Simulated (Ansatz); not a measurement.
Write a Python script for Ansatz 0.2.0, Python API that makes a short molecular-dynamics run of CH4, SMILES C. Settings: Hartree-Fock, 6-31G* basis, multiplicity 1.

```xyz
5

C     0.0000    0.0000    0.0000
H     0.1579   -0.2416    1.0431
H    -0.9998    0.3926   -0.1321
H     0.1189   -0.8934   -0.5992
H     0.7231    0.7424   -0.3118
```

The script, `run_md.py`:
```python
# -*- coding: utf-8 -*-
import ansatz as az
import numpy as np

ch4 = (
    az.Crystal.molecule()
    .atom("C", (-1e-05, -2e-05, 1e-05))
    .atom("H", (0.1579, -0.24156, 1.04311))
    .atom("H", (-0.99984, 0.39257, -0.13206))
    .atom("H", (0.11887, -0.89337, -0.59924))
    .atom("H", (0.72309, 0.74238, -0.31182))
)

base = (
    ch4.calculation()
    .basis(gaussian="6-31G*")
    .functional("hf")
    .md("nvt_langevin", timestep=0.5, steps=30, temperature=800, initial_velocities="maxwell_boltzmann", seed=37, friction=0.05)
)
frames = []
base.session().plan().execute(on_event=lambda e: frames.append(e["data"]) if e["event"] == "md_step" else None)
print("t (fs)   E_pot (eV)      E_kin (eV)   T (K)   d(0-1) (A)")
for f in frames[::3]:
    xyz = np.array(f["positions_ang"])
    print(f"{f['time_fs']:6.2f} {f['lagrangian_ev']:14.5f} {f['e_kin_ev']:10.5f} {f['temperature_k']:8.1f} {np.linalg.norm(xyz[0] - xyz[1]):9.4f}")
print("mean temperature", round(float(np.mean([f["temperature_k"] for f in frames])), 1), "K")
```

Output of `python run_md.py`:
```text
t (fs)   E_pot (eV)      E_kin (eV)   T (K)   d(0-1) (A)
  0.00    -1093.76620    0.41363    640.0    1.0823
  1.50    -1093.63821    0.29017    449.0    1.1051
  3.00    -1093.48115    0.20408    315.8    1.1407
  4.50    -1093.51266    0.28909    447.3    1.1304
  6.00    -1093.60111    0.32147    497.4    1.0833
  7.50    -1093.53936    0.25014    387.0    1.0378
  9.00    -1093.65133    0.45117    698.1    1.0347
 10.50    -1093.69514    0.56361    872.1    1.0904
 12.00    -1093.53838    0.34768    538.0    1.1360
 13.50    -1093.52772    0.20076    310.6    1.1423
 15.00    -1093.63809    0.32134    497.2    1.1024
mean temperature 513.5 K
```

These settings explore the input space; basis and method may be short of convergence. The trajectory is only some femtoseconds long, so its temperature is not equilibrated; where the script doesn't relax first, it starts from a rough generated geometry. The printed temperature counts all 3N degrees of freedom under Langevin dynamics, so the first row lies under the target. Run time: 4.2 s on 1 thread of Arm Neoverse V1, with other jobs on the host, peak memory 0.14 GiB.

(A comment or docstring line of the script was reworded after the run, the code is as it ran; lines on the test bed's own set-up are left out of the output.)
